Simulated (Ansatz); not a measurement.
C2H7S+: structure from calculated spectroscopic constants

These gas-phase data were calculated for one isomer of C2H7S+ at PBE0-D3(BJ)/def2-SVP (harmonic, unscaled wavenumbers; equilibrium rotational constants with average atomic masses):

| Property | Result |
| --- | --- |
| rotational constants | 17.76, 6.975, 5.549 GHz |
| all wavenumbers above 1500 cm⁻¹ | 3228, 3226, 3212, 3212, 3083, 3081, 2658 |

Candidates:

(1) `C[SH+]C`, a singlet
(2) `CC[SH2+]`, a singlet

Problem. Which structure fits?

Solution. Candidate (1). 1 mode lies between 2500 and 2800 cm⁻¹, one for each S–H bond, while (2) has 2.

The same quantities for all candidates:

```tsv
	rotational constants (GHz)	wavenumbers above 1500 cm⁻¹	E above the lowest, PBE0-D3(BJ)/def2-SVP (kcal/mol)
(1)	17.76, 6.975, 5.549	3228, 3226, 3212, 3212, 3083, 3081, 2658	0.0
(2)	26.02, 5.188, 4.716	3196, 3179, 3175, 3107, 3073, 2667, 2645	5.7
```

Each candidate is one conformer. Programs: Ansatz 0.2.0.
